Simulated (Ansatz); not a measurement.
Basis-set extrapolation for C$_{3}$H$_{4}$OS (`C#CSCO`) (PBE0-D4/def2-TZVP geometry, frozen core, Ansatz 0.2.0). Multiplicity 1, RHF reference.

|  | def2-TZVPP | def2-QZVPP |
| --- | --- | --- |
| HF | -588.330013 | -588.349714 |
| MP2 correlation | -0.885793 | -0.951654 |
| CCSD(T) correlation | -0.958387 | not run |

Energies in hartree. Use E(X) = E(∞) + A·exp(−7.88·√X) for Hartree–Fock and E(X) = E(∞) + B·X^(−2.97) for correlation, with X = 3 and 4, and add CCSD(T) minus MP2 of the smaller set to the MP2 limit.

**Question.** What is the CCSD(T) energy at the basis-set limit?

**Answer.** HF limit: -588.349714 + (-0.019701) × 0.13774 = -588.35243. MP2 limit: -0.951654 + (-0.065861) × 0.74074 = -1.00044. Higher-order term: -0.958387 − (-0.885793) = -0.07259. Total: -589.42546 hartree, 359.9 kJ/mol below CCSD(T)/def2-TZVPP.
